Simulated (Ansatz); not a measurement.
Born–Oppenheimer molecular dynamics of FH₄OSi (7 atoms, charge -1, multiplicity 1). It starts from a relaxed structure.

Level of theory: Ansatz, UHF/def2-SVP.

| Property | Result |
| --- | --- |
| ensemble | NVT, Nosé–Hoover chain |
| time step | 1 fs |
| steps asked | 100 |
| set temperature | 500 K |
| thermostat | time constant 1 fs, chain length 1 |
| seed | 777129 |

First frame:

```xyz
7
Properties=species:S:1:pos:R:3
O 0.388 -0.707 -1.253
H -0.264 -0.460 -1.891
Si 0.049 0.073 0.314
F -0.216 0.798 1.865
H 0.099 1.462 -0.301
H -1.330 -0.560 0.399
H 1.275 -0.605 0.867
```

Question: What does the run give?

Answer: The run went to its last step.

| Property | Result |
| --- | --- |
| steps done | 100 |
| time covered | 100 fs |
| mean temperature over the second half | 500 K |
| spread of the potential energy over the second half | 17.7 meV per atom |
| mean potential energy of the second half above the start | 45.6 meV per atom |

The conserved energy wandered by up to 11.6 meV per atom (net 6.7 meV per atom), which is poor conservation. A run of 0.1 ps of so small a system gives no equilibrium averages. Limits of this set-up: an anion without diffuse functions, the dipole of an ion depends on the origin.

Question: What happens to the structure?

Answer: The same pairs are bonded in the first frame and the last. Pairs count as bonded within 1.25 times the sum of covalent radii (0.12 Å more for H–H). This is one draw of velocities; another would differ in detail.

Question: How do temperature and energy run in time?

Answer: 
```
time (fs)  T (K)  potential energy less start (eV)  conserved less start (meV/atom)
      0.0    500                             0.000                             0.00
      8.0   1188                             0.268                             1.00
     16.0    369                             0.157                             1.95
     24.0    137                             0.210                             1.36
     32.0    675                             0.300                             3.79
     40.0    149                             0.326                             6.56
     48.0    416                             0.638                            11.12
     56.0    386                             0.353                             7.16
     64.0    942                             0.483                             7.60
     72.0    826                             0.189                             3.04
     80.0    407                             0.312                             3.41
     88.0    519                             0.187                             4.78
     96.0    286                             0.208                             2.86
```

Time of the run: 43 s on 1 CPU thread of a shared host.
